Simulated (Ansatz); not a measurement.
We consider chalcopyrite ZnSnAs2, described by PBEsol+SOC (Ansatz, a first-principles code, PAW).

Run with plane-wave cutoff 520 eV, 8×8×8 k mesh, Fermi–Dirac smearing 0.01 eV, PAW data made under PBE.

Computed at the level's own relaxed cell.

**Question.** What does this level give for the pressure derivative B′ of the bulk modulus, lattice parameter c, equilibrium volume per atom and band gap?

**Answer.** 
* **pressure derivative B′ of the bulk modulus**: 4.7
* **lattice parameter c**: 11.739 Å
* **equilibrium volume per atom**: 25.00 Å³/atom
* **band gap**: 0.01 eV (under three smearing widths, so not firm)

Measured, for comparison: band gap 0.75 eV (temperature not stated, not corrected to a static lattice, direct or pseudo-direct at Γ, our sources range from 0.65 to 0.75; as tabulated in Ghosh et al. (2024), arXiv:2401.16805). Computed (rounded) less measured: band gap -0.74 eV (-0.64 eV to -0.74 eV over the range).

Note: the bulk modulus comes from volumes at which shape and atoms were relaxed.

Static lattice: no zero-point or thermal effects.

Cost on a shared machine: roughly 4 core-hours.
